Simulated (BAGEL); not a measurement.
# PBE0/def2-SVP (density fitting with qzvpp-jkfit) run of C3H4N2 (SMILES C1=NC=NC1)

What is the energy change on altering one bond length of C3H4N2 at PBE0/def2-SVP (density fitting with qzvpp-jkfit)? 

Program for the calculation: BAGEL 1.2.2.

1 further run of the same task is left out (set aside as unsound or not needed). Runs told in other sessions of the task aren't counted.

### 1 The structure to begin with

The species is C3H4N2 (9 atoms), meant as a singlet with charge 0. SMILES: `C1=NC=NC1`. The shape is that of a GFN2-xTB optimisation.

Bond lengths: C1–N2 1.279 Å, N2–C3 1.398 Å, C3–N4 1.274 Å, C1–C5 1.499 Å, N4–C5 1.435 Å, C1–H6 1.074 Å, C3–H7 1.074 Å, C5–H8 1.092 Å, C5–H9 1.092 Å. Some angles: C1–N2–C3 104.7°, N2–C1–C5 110.7°, N2–C3–N4 116.3°, C3–N4–C5 105.8°, C1–C5–N4 102.5°, N2–C1–H6 123.2°, C5–C1–H6 126.1°, N2–C3–H7 120.0°, N4–C3–H7 123.7°, C1–C5–H8 113.1°.

### 2 The energy at PBE0/def2-SVP (density fitting with qzvpp-jkfit)

Contents of job.json:

```json
{ "bagel" : [

{
  "title" : "molecule",
  "basis" : "svp",
  "df_basis" : "qzvpp-jkfit",
  "angstrom" : "true",
  "geometry" : [
    { "atom" : "C", "xyz" : [   -0.439320,    0.876870,   -0.356850 ] },
    { "atom" : "N", "xyz" : [    0.750210,    0.818850,   -0.822370 ] },
    { "atom" : "C", "xyz" : [    1.274490,   -0.370400,   -0.307560 ] },
    { "atom" : "N", "xyz" : [    0.500070,   -1.052400,    0.439960 ] },
    { "atom" : "C", "xyz" : [   -0.730260,   -0.316020,    0.503290 ] },
    { "atom" : "H", "xyz" : [   -1.115860,    1.683280,   -0.569960 ] },
    { "atom" : "H", "xyz" : [    2.279040,   -0.664130,   -0.549710 ] },
    { "atom" : "H", "xyz" : [   -0.962660,   -0.052300,    1.537460 ] },
    { "atom" : "H", "xyz" : [   -1.555700,   -0.923760,    0.125740 ] }
  ]
},
{ "title" : "ks", "xc_func" : "pbe0", "charge" : 0 },
{ "title" : "print", "file" : "orbitals.molden", "orbitals" : "true" }

]}
```

Started as:

```sh
$ BAGEL_NUM_THREADS=1 BAGEL job.json > job.out
```

What it wrote:

```text
* using 1 threads per process

  ===============================================================
  ===============================================================

  *** Geometry ***

  { "atom" : "C", "xyz" : [     -0.830194,      1.657044,     -0.674349 ] },
  { "atom" : "N", "xyz" : [      1.417691,      1.547402,     -1.554054 ] },
  { "atom" : "C", "xyz" : [      2.408437,     -0.699955,     -0.581204 ] },
  { "atom" : "N", "xyz" : [      0.944995,     -1.988748,      0.831404 ] },
  { "atom" : "C", "xyz" : [     -1.379991,     -0.597191,      0.951080 ] },
  { "atom" : "H", "xyz" : [     -2.108670,      3.180938,     -1.077068 ] },
  { "atom" : "H", "xyz" : [      4.306761,     -1.255024,     -1.038801 ] },
  { "atom" : "H", "xyz" : [     -1.819164,     -0.098833,      2.905378 ] },
  { "atom" : "H", "xyz" : [     -2.939847,     -1.745653,      0.237614 ] },

  Number of auxiliary basis functions:      451

  Since a DF basis is specified, we compute 2- and 3-index integrals:
    o Being stored without compression. Storage requirement is 0.029 GB

  Number of basis functions:       90
  Number of electrons      :       36

    * METHOD: MOLECULE                             0.35

  *** Kohn-Sham DFT ***

    * Removing 18708 points whose weight is below 1.00e-10
    * Grid points: 115446

  === Nuclear Repulsion ===
   162.2462224966

       - DIIS with orbital gradients will be used.

  === KS iteration (pbe0 / svp) ===
      0       -190.96446257          0.15511830           0.53
      1       -176.82196236          0.16796322           0.51
      2       -183.27893874          0.19103903           0.51
      3       -219.81241781          0.09259382           0.51
      4       -220.04536233          0.08711013           0.51
      5       -224.87488052          0.03929684           0.52
      6       -225.37592238          0.02542075           0.52
      7       -225.53000385          0.02093119           0.51
      8       -225.74978732          0.00474913           0.51
      9       -225.75872600          0.00214962           0.51
     10       -225.76082175          0.00047741           0.51
     11       -225.76088517          0.00031535           0.52
     12       -225.76093465          0.00002518           0.52
     13       -225.76093490          0.00001730           0.51
     14       -225.76093506          0.00000557           0.52
     15       -225.76093507          0.00000158           0.51
     16       -225.76093507          0.00000105           0.51
     17       -225.76093507          0.00000033           0.50
     18       -225.76093507          0.00000016           0.50
     19       -225.76093507          0.00000005           0.50
     20       -225.76093507          0.00000004           0.50
     21       -225.76093507          0.00000001           0.50
    * SCF iteration converged.

    * Permanent dipole moment:
           (    0.772371,    -0.233424,    -0.181144) a.u.

    * METHOD: KS                                  12.26

    * METHOD: PRINT                                0.02

  ===============================================================
```

Run time: 13 s. Hardware: 1 thread of Arm Neoverse N1, shared host; peak memory 0.47 GiB.

### 3 The distorted shape at the same level

Contents of calc.json:

```json
{ "bagel" : [

{
  "title" : "molecule",
  "basis" : "svp",
  "df_basis" : "qzvpp-jkfit",
  "angstrom" : true,
  "geometry" : [
    { "atom" : "C", "xyz" : [    0.221000,    1.363039,   -0.054825 ] },
    { "atom" : "N", "xyz" : [    1.410530,    1.305019,   -0.520345 ] },
    { "atom" : "C", "xyz" : [    1.934810,    0.115769,   -0.005535 ] },
    { "atom" : "N", "xyz" : [    1.160390,   -0.566231,    0.741985 ] },
    { "atom" : "C", "xyz" : [   -0.069940,    0.170149,    0.805315 ] },
    { "atom" : "H", "xyz" : [   -0.455540,    2.169449,   -0.267935 ] },
    { "atom" : "H", "xyz" : [    2.939360,   -0.177961,   -0.247685 ] },
    { "atom" : "H", "xyz" : [   -0.302340,    0.433869,    1.839485 ] },
    { "atom" : "H", "xyz" : [   -1.555700,   -0.923760,    0.125740 ] }
  ]
},
{
  "title" : "ks",
  "xc_func" : "pbe0"
},
{
  "title" : "print",
  "file" : "orbitals.molden",
  "orbitals" : true
}

]}
```

Started as:

```sh
$ BAGEL_NUM_THREADS=1 BAGEL calc.json > calc.out
```

What it wrote:

```text
* using 1 threads per process

  ===============================================================
  ===============================================================

  *** Geometry ***

  { "atom" : "C", "xyz" : [      0.417629,      2.575770,     -0.103604 ] },
  { "atom" : "N", "xyz" : [      2.665515,      2.466128,     -0.983310 ] },
  { "atom" : "C", "xyz" : [      3.656261,      0.218772,     -0.010460 ] },
  { "atom" : "N", "xyz" : [      2.192819,     -1.070022,      1.402148 ] },
  { "atom" : "C", "xyz" : [     -0.132167,      0.321535,      1.521825 ] },
  { "atom" : "H", "xyz" : [     -0.860846,      4.099664,     -0.506324 ] },
  { "atom" : "H", "xyz" : [      5.554585,     -0.336298,     -0.468057 ] },
  { "atom" : "H", "xyz" : [     -0.571340,      0.819894,      3.476123 ] },
  { "atom" : "H", "xyz" : [     -2.939847,     -1.745653,      0.237614 ] },

  Number of auxiliary basis functions:      451

  Since a DF basis is specified, we compute 2- and 3-index integrals:
    o Being stored without compression. Storage requirement is 0.029 GB

  Number of basis functions:       90
  Number of electrons      :       36

    * METHOD: MOLECULE                             0.35

  *** Kohn-Sham DFT ***

    * Removing 17798 points whose weight is below 1.00e-10
    * Grid points: 116356

  === Nuclear Repulsion ===
   159.5333921190

       - DIIS with orbital gradients will be used.

  === KS iteration (pbe0 / svp) ===
      0       -190.88521944          0.15192111           0.53
      1       -177.11063347          0.15956387           0.51
      2       -184.35008486          0.19186457           0.52
      3       -218.88321157          0.09537962           0.51
      4       -220.01676497          0.08239093           0.51
      5       -224.49434875          0.04050658           0.51
      6       -225.43393007          0.01892105           0.51
      7       -225.45614011          0.01851993           0.51
      8       -225.63335076          0.00295751           0.51
      9       -225.63708049          0.00142142           0.51
     10       -225.63797025          0.00073428           0.51
     11       -225.63827715          0.00012520           0.51
     12       -225.63828570          0.00005244           0.50
     13       -225.63828712          0.00001312           0.50
     14       -225.63828712          0.00001392           0.50
     15       -225.63828722          0.00000312           0.51
     16       -225.63828723          0.00000168           0.50
     17       -225.63828723          0.00000057           0.50
     18       -225.63828723          0.00000044           0.50
     19       -225.63828723          0.00000015           0.51
     20       -225.63828723          0.00000005           0.51
     21       -225.63828723          0.00000007           0.50
     22       -225.63828723          0.00000002           0.51
     23       -225.63828723          0.00000001           0.51
    * SCF iteration converged.

    * Permanent dipole moment:
           (    0.598960,    -0.300345,    -0.176585) a.u.

    * METHOD: KS                                  13.18

    * METHOD: PRINT                                0.02

  ===============================================================
```

It took 14 s on 1 thread of Arm Neoverse N1, shared host; peak memory 0.47 GiB.

### 4 Outcome

Level: PBE0/def2-SVP (density fitting with qzvpp-jkfit).

| quantity | value |
| --- | --- |
| first shape: total energy | -225.76094 Eh |
| first shape: dipole moment | 2.10 D |
| first shape: HOMO energy | -7.71 eV |
| first shape: LUMO energy | -1.43 eV |
| first shape: HOMO–LUMO gap | 6.28 eV |
| distorted shape: total energy | -225.63829 Eh |
| distorted shape: dipole moment | 1.76 D |
| distorted shape: HOMO energy | -7.86 eV |
| distorted shape: LUMO energy | -3.38 eV |
| distorted shape: HOMO–LUMO gap | 4.48 eV |
| energy change with the C5–H9 bond stretched from 1.092 to 1.966 Å | 3.337 eV |

**Reading.** With the C5–H9 bond stretched from 1.092 to 1.966 Å the energy rises by 3.34 eV (322 kJ/mol). The first shape isn't relaxed at this level, so the change isn't measured from a minimum. A restricted reference can't describe the breaking bond well at this length.
